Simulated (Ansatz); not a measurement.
We consider bcc Ba, described by PBE-D3(BJ) (plane waves, PAW; Ansatz, a program for electronic structure).

Run with plane-wave cutoff 520 eV, 16×16×16 k mesh, Fermi–Dirac smearing 0.05 eV, scalar-relativistic PAW data made under PBE.

Pressure at four volumes; x = ln(V/59.698 Å³). One pressure is withheld.

```tsv
V (Å³/atom)	x	P (GPa)
56.116	-0.0619	0.596
59.698	0.0000	-0.008
62.085	0.0392	-0.340
63.279	0.0583	?
```

### Question
Pass a parabola P(x) through the three rows shown, estimate the bulk modulus and its pressure derivative near zero pressure, and predict the withheld pressure.

### Answer
Slopes between the rows: (-0.008 − (0.596))/(0.0000 − (-0.0619)) = -9.76 and (-0.340 − (-0.008))/(0.0392 − (0.0000)) = -8.47 GPa. Their difference over the span 0.1011 is c = 1.29/0.1011 = 12.8 GPa, so P(x) = 0.596 + (-9.76)(x − (-0.0619)) + 12.8 (x − (-0.0619))(x − (0.0000)). At the middle row B = −dP/dx = −[-9.76 + 12.8 × 0.0619] = 9.0 GPa, and B′ = dB/dP = 2c/B = 2.8. At x = 0.0583 the parabola gives -0.487 GPa; the run gives -0.489 GPa. The Birch–Murnaghan fit to the energies at all volumes has B0 = 8.98 GPa and B′ = 2.8.

Measured, for comparison: bulk modulus 9.34 GPa (corrected for temperature and zero-point phonon effects, our sources range from 9.34 to 10.6; as tabulated in Levämäki et al. (2014), arXiv:1402.3671). Computed (rounded) less measured: bulk modulus -4 % (-4 % to -15 % over the range).

Spin–orbit coupling is not included.
